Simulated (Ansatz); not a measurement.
## What a trial cell of Os₂W relaxes into

These are results of DFT PBE, scalar-relativistic, plane waves, PAW (Ansatz 0.2.0), not measurements. Cutoff 420 eV, Γ-centred k mesh, Gaussian smearing, no spin polarisation in the final step.

The start is a random cell of Os₂W with space group P4_2/mmc (No. 131), drawn with lower limits on the distances.

```yaml
crystal:
  lattice:
    - [5.09996, 0.00000, 0.00000]
    - [0.00000, 5.09996, 0.00000]
    - [0.00000, 0.00000, 4.13599]
  atoms:
    - { symbol: Os, position: [0.33333, 0.50000, 0.00000] }
    - { symbol: Os, position: [0.66667, 0.50000, 0.00000] }
    - { symbol: Os, position: [0.50000, 0.33333, 0.50000] }
    - { symbol: Os, position: [0.50000, 0.66667, 0.50000] }
    - { symbol: W, position: [0.00000, 0.00000, 0.25000] }
    - { symbol: W, position: [0.00000, 0.00000, 0.75000] }
```

Steps on the 4×4×4 mesh (6 atoms). 9 of 11 steps are shown, and the free energy counts from the last. Trial steps that were taken back and renewals of the plane-wave basis can be among the rows.

```
step  ΔF (meV/atom) V (Å³/atom) P (GPa) largest force component (eV/Å)
   1         5662.5        17.93   144.69                          60.555
   2         1390.6        18.74    21.73                          11.928
   3          628.7        17.48    15.79                           8.928
   4          122.4        16.32    21.20                           3.015
   5           10.6        17.34     2.17                           1.263
   6            4.3        17.35     2.13                           0.247
   7            2.4        17.46     0.23                           0.041
   9            0.1        17.47     0.26                           0.003
  11            0.0        17.49     0.04                           0.000
```

A final relaxation ran on a 8×8×8 mesh. The relaxed crystal, P4_2/mmc (No. 131):

```
Os W
1.0
     4.71169    0.00000    0.00000
     0.00000    4.71169    0.00000
     0.00000    0.00000    4.73283
Os W
4 2
Direct
  0.25018 0.50000 0.00000
  0.74982 0.50000 0.00000
  0.50000 0.25018 0.50000
  0.50000 0.74982 0.50000
  0.00000 0.00000 0.25000
  0.00000 0.00000 0.75000
```

```
Volume per atom          : 17.51 Å³
Density                  : 17.84 g/cm³
Energy over the elements : 0.95 eV/atom
Gap on the 8×8×8 mesh    : 0 eV (a metal)
```

Energies over the elements count from the elements' standard structures at the same level, with no empirical corrections.

The final run used a 8×8×8 mesh on its 6-atom cell and 0.10 eV smearing. For metals, differences of a few meV/atom aren't resolved. Spin–orbit coupling is left out.

Symmetry constrained the relaxation, so the result can be a saddle point.

Cost: 2 runs of about 3.5 core-minutes in all, on Arm Neoverse V1 (shared hosts).